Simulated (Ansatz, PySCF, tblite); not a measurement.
Potential energy surface of H2P, doublet: symmetric bend, bond length relaxed. Scanned: H-P-H angle. Other coordinates (P-H bond length) were minimised at B3LYP/def2-TZVP.

- UKS-B3LYP/6-31G* = unrestricted B3LYP/6-31G*, spherical d (PySCF)
- GFN2-xTB, 300 K electronic temperature (tblite)
- UKS-BLYP/cc-pVDZ = unrestricted BLYP/cc-pVDZ in Ansatz (a program for electronic structure)
- FCI/cc-pVDZ = full CI/cc-pVDZ, frozen core run with Ansatz

Energies relative to the lowest point of each profile, in eV:

```json
[
 {"a / °": "180", "UKS-B3LYP/6-31G*": "3.230", "GFN2-xTB": "2.754", "UKS-BLYP/cc-pVDZ": "3.092"},
 {"a / °": "169.43", "UKS-B3LYP/6-31G*": "3.061", "GFN2-xTB": "2.622", "UKS-BLYP/cc-pVDZ": "2.926"},
 {"a / °": "161.76", "UKS-B3LYP/6-31G*": "2.747", "GFN2-xTB": "2.352", "UKS-BLYP/cc-pVDZ": "2.621"},
 {"a / °": "140.13", "UKS-B3LYP/6-31G*": "1.507", "GFN2-xTB": "1.298", "UKS-BLYP/cc-pVDZ": "1.438"},
 {"a / °": "129.83", "UKS-B3LYP/6-31G*": "0.970", "GFN2-xTB": "0.850", "UKS-BLYP/cc-pVDZ": "0.929"},
 {"a / °": "118.41", "UKS-B3LYP/6-31G*": "0.494", "GFN2-xTB": "0.444", "UKS-BLYP/cc-pVDZ": "0.476"},
 {"a / °": "108.15", "UKS-B3LYP/6-31G*": "0.193", "GFN2-xTB": "0.179", "UKS-BLYP/cc-pVDZ": "0.191"},
 {"a / °": "101.79", "UKS-B3LYP/6-31G*": "0.074", "GFN2-xTB": "0.070", "UKS-BLYP/cc-pVDZ": "0.077"},
 {"a / °": "90.23", "UKS-B3LYP/6-31G*": "0.000", "GFN2-xTB": "0.000", "UKS-BLYP/cc-pVDZ": "0.000"},
 {"a / °": "81.60", "UKS-B3LYP/6-31G*": "0.075", "GFN2-xTB": "0.070", "UKS-BLYP/cc-pVDZ": "0.059"},
 {"a / °": "70.20", "UKS-B3LYP/6-31G*": "0.356", "GFN2-xTB": "0.351", "UKS-BLYP/cc-pVDZ": "0.296"},
 {"a / °": "60", "UKS-B3LYP/6-31G*": "0.781", "GFN2-xTB": "0.803", "UKS-BLYP/cc-pVDZ": "0.657"}
]
```

**Question.** Estimate the FCI/cc-pVDZ values at these points.

**Answer.** 180: 3.263; 169.43: 3.068; 161.76: 2.724; 140.13: 1.476; 129.83: 0.949; 118.41: 0.481; 108.15: 0.186; 101.79: 0.070; 90.23: 0.000; 81.60: 0.072; 70.20: 0.332; 60: 0.716 (eV).
